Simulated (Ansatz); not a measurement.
Litharge PbO was calculated with dielectric-dependent PBE hybrid in Ansatz (PAW).

From the output:

```
WARN output.stress: scf.exx.energy_threshold = 1e-6 eV is looser than the 4e-8 eV advised for a stress under a hybrid functional (1e-8 eV for each atom of the …
Crystal: 4 atoms, lattice volume = 79.367 Å³
Basis set: ecut = 460 eV, 1769 PW (Γ), exchange–correlation on 60×60×72 points (8 copies of the dense FFT grid, shifted against one another)
Bands: 24, of which v1, the nominal top of the filled ones, is band 20 counted from 1 (19 counted from 0)
Symmetry: 16 space group operations
Space group: P4/nmm (ITA 129), of the structure as read, at distance tolerance 4.3e-5 Å
k-points: 40 of 216
SCF iter   1: F=—  HF=-24947.066508 eV  |F-HF|=—  |Δ(HF+E_count)|=         —  Δρ=1.68e-3  dr2=1.54e-3
SCF iter   2: F=—  HF=-24947.067301 eV  |F-HF|=—  |Δ(HF+E_count)|=   7.93e-4  Δρ=8.67e-4  dr2=2.32e-4
  ...
Crystal: 4 atoms, lattice volume = 79.367 Å³
Initial density: handed on by an earlier stage of this run
Functional: x = 0.8473339793266917 pbe(κ = 0.804, μ = 0.2195149727645171) + 0.15266602067330823 exact, c = pbe(β = 0.06672455060314922)
Crystal: 4 atoms, lattice volume = 79.367 Å³
SCF 3 converged in 5 iterations: F = -24947.422771 eV  dr2 = 1.14e-10
Crystal: 4 atoms, lattice volume = 79.367 Å³
SCF iter   1: F=—  HF=-24947.422771 eV  |F-HF|=—  |Δ(HF+E_count)|=         —  Δρ=3.84e-7  dr2=1.31e-10
SCF iter   2: F=-24947.422771 eV  HF=-24947.422771 eV  |F-HF|=3.64e-12  |Δ(HF+E_count)|=  7.28e-12  Δρ=9.19e-8  dr2=6.15e-12
SCF 4 converged in 2 iterations: F = -24947.422771 eV  dr2 = 6.15e-12
Free energy (F): -24947.422771 eV
Internal energy: -24947.422771 eV  (E = F + TS)
E sigma→0 (E₀):  -24947.422771 eV
Fermi energy:    9.046604 eV
--- Forces (eV/Å), atoms counted from 1 ---
  atom   1  Pb     0.00000000     0.00000000     0.09568799
  atom   2  Pb     0.00000000     0.00000000    -0.09568799
  atom   3  O      0.00000000     0.00000000     0.00000000
  atom   4  O      0.00000000     0.00000000     0.00000000
--- Stress (GPa, compression-positive) ---
        2.049415       0.000000       0.000000
        0.000000       2.049415       0.000000
        0.000000       0.000000       1.579448
  P = ⅓ Tr σ = 1.8928 GPa (18.928 kbar)
```

### Question
Write an input file that could have produced this run (the log leaves some choices open).

### Answer
Several could match; the one computed here: 
Ansatz 0.2 input:
```yaml
crystal:
  lattice:
    - [3.975, 0.0, 0.0]
    - [0.0, 3.975, 0.0]
    - [0.0, 0.0, 5.023]
  atoms:
    - { symbol: Pb, position: [0.5, 0.0, 0.7632] }
    - { symbol: Pb, position: [0.0, 0.5, 0.2368] }
    - { symbol: O, position: [0.5, 0.5, 0.0] }
    - { symbol: O, position: [0.0, 0.0, 0.0] }
basis:
  ecutwfc: 460
  ecutrho_ratio: 4
  xc_grid: 2
kpoints:
  mp_grid: { grid: [6, 6, 6] }
  band_path: { path: [[0, 0, 0], [-0.067708, -0.067708, 0.0]], npoints: 1 }
hamiltonian:
  xc:
    exchange: pbe
    correlation: pbe
    exx: { coeff: inverse_dielectric }
  dispersion: none
  pseudopotentials: { kind: paw }
scf:
  occupations: { method: fermi_dirac, width: 0.01 }
  convergence: { dr2_threshold: 0.0000000004 }
output:
  forces: true
  stress: true
  eigenvalues: true
  write_bands: true
```

The PAW data were made under PBE.

Note: cell and atoms aren't relaxed at this level (largest force component 0.10 eV/Å, pressure 1.9 GPa).

Cost on a shared machine: around 5 core-minutes (rough).

Ansatz is an electronic-structure program.
